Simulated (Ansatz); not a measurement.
C6H12 can be A, `C/C=C(/C)CC`, or B, `C=CC(C)(C)C`.

Calculated with Ansatz (gas phase, PBE0-D4/def2-TZVP geometries, no zero-point term in ΔE). CCSD(T)/CBS is the MP2 limit (def2-TZVPP, def2-QZVPP) plus CCSD(T) − MP2 in def2-TZVPP, frozen cores. Functionals use def2-TZVPP. B3LYP here is the variant with VWN-RPA as its local correlation; programs differ in this. Each species was taken in one conformer, which may not be the lowest.

(1) Which isomer does CCSD(T)/CBS put lower? Give the gap. (An estimate is asked.)

(2) Give E(B) − E(A) in kcal/mol with B2PLYP, r2SCAN-D4, LDA (SPW92), CCSD(T)/def2-TZVPP, BLYP-D4, B3LYP, B3LYP-D4. (Estimate.)

Largest T1 diagnostic: 0.009.

Results:

(1) The calculation gave: A, by 0.4 kcal/mol. So small a gap doesn't settle the order.

(2) Ansatz gave: B2PLYP 2.3, r2SCAN-D4 2.1, LDA (SPW92) 2.7, CCSD(T)/def2-TZVPP 0.3, BLYP-D4 2.8, B3LYP 3.9, B3LYP-D4 2.7. None reverses the order clearly.

Leaving LDA and LC-ωPBE aside and taking each functional with its dispersion term where it has one, the values, not all of them listed here, spread over 2.3 kcal/mol, from ωB97M-V to PBE-D4. LDA lies −1.3 kcal/mol from PBE without D4. In def2-TZVPP, CCSD(T) changes the Hartree–Fock value by −2.2 kcal/mol (the triples alone add −0.3 kcal/mol) and MP2 by −2.5 kcal/mol.
